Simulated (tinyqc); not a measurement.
Worked calculation: MP2 on RHF in the sto-6g basis, for BH3, spin multiplicity 1. One step of it, computed by the program tinyqc.

Problem. Orthogonalisation. S = U s U^T; symmetric (Loewdin) form X = U s^(-1/2) U^T, so that X^T S X = 1.

overlap S, lower triangle:
```
,1B 1s,1B 2s,1B 2px,1B 2py,1B 2pz,2H 1s,3H 1s,4H 1s
1B 1s,1.000000
1B 2s,0.264891,1.000000
1B 2px,0.000000,0.000000,1.000000
1B 2py,0.000000,0.000000,0.000000,1.000000
1B 2pz,0.000000,0.000000,0.000000,0.000000,1.000000
2H 1s,0.080735,0.512546,0.510219,0.000000,-0.015489,1.000000
3H 1s,0.080727,0.512522,-0.255093,0.441857,-0.015488,0.131942,1.000000
4H 1s,0.080727,0.512522,-0.255093,-0.441857,-0.015488,0.131942,0.131926,1.000000
```

Give: eigenvalues of S; X.

Solution.

eigenvalues of S: 0.2179  0.3057  0.3057  0.9441  1.0010  1.5624  1.5624  2.1008

X, lower triangle:
```
,1B 1s,1B 2s,1B 2px,1B 2py,1B 2pz,2H 1s,3H 1s,4H 1s
1B 1s,1.0318
1B 2s,-0.1781,1.5372
1B 2px,0.0000,0.0000,1.2514
1B 2py,0.0000,0.0000,0.0000,1.2514
1B 2pz,0.0012,-0.0151,0.0000,0.0000,1.0004
2H 1s,0.0241,-0.3998,-0.4095,0.0000,0.0119,1.3353
3H 1s,0.0241,-0.3997,0.2047,-0.3546,0.0119,-0.0220,1.3353
4H 1s,0.0241,-0.3997,0.2047,0.3546,0.0119,-0.0220,-0.0220,1.3353
```
